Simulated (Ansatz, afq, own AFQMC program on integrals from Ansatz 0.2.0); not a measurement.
# BGeH4, quartet: AFQMC among the cluster methods

```xyz
6

Ge    0.0000    0.0000    0.2823
B     0.0000    0.0000   -1.6912
H     0.0000    1.2553    1.1670
H     0.0000   -1.2553    1.1670
H     0.0000    1.0424   -2.2706
H     0.0000   -1.0424   -2.2706
```

Connectivity, by distances: GeH2–BH2.

Basis 6-31G. Only valence electrons are correlated. Integrals, coupled cluster, full CI and functionals: Ansatz 0.2.0; the random walks run on the same integrals in our own AFQMC program. ph-AFQMC/CISD is guided by a CISD state made of CCSD amplitudes; releasing the constraint for a short imaginary time cuts its bias at the price of noise, slowly where states lie close. Error bars are statistical, one sigma. No spin–orbit coupling.

Determinant: UHF, the one that the program's search chose, which needn't be the lowest solution. The geometry is a PBE0/def2-TZVP stationary point of this or a neighbouring charge and spin state.

No full CI on the walks' own integrals is used here. The released AFQMC energy serves as the reference, which it does only where one determinant dominates, the energy is flat over the last release times and near the phaseless one (40 meV or 2 meV an electron, half that with transition metals). On small molecules, where full CI could be run and the noise was under 10 meV, such values lay within 10 meV of it in 19 cases of 20, a flattering rate, since the rule was set on those same cases; what remains of the bias isn't in the error bar.

Cautions: no relativity below Rb; no spin-orbit coupling; inner d shell frozen; another spin lies lower (by 5.34 eV); the released value is read at 2.40 1/Eh (meV from the phaseless value at times in 1/Eh: -2.2 ± 1.5 at 0.24, -4.3 ± 1.4 at 0.51, -6.5 ± 0.9 at 0.99, -9.3 ± 1.3 at 1.62, -9.1 ± 1.2 at 2.40).

* T1 diagnostic: 0.0141
* weight of the determinant in the CISD state: 0.908
* ⟨S²⟩ of the determinant: 3.764
* size of the correlated space: 11 electrons in 31 orbitals

Reference: AFQMC with the constraint released, correlation energy -3.456 ± 0.001 eV.

| level | E − E(reference) (meV) | share of correlation (%) |
| --- | --- | --- |
| HF | 3456.1 ± 1.2 | 0.00 |
| MP2 | 994.4 ± 1.2 | 71.23 |
| CCSD | 84.2 ± 1.2 | 97.56 |
| CCSD(T) | 22.5 ± 1.2 | 99.35 |
| ph-AFQMC/HF | 34.9 ± 16.3 | 98.99 |
| ph-AFQMC/CISD | 9.1 ± 2.0 | 99.74 |

A walk keeps the symmetry of its determinant, which the program's search chose and which needn't be the lowest solution, so a lower state of the same spin and another symmetry isn't excluded. Released energies are given only where the last usable release times agree within the noise; a slower fall can still hide under it.
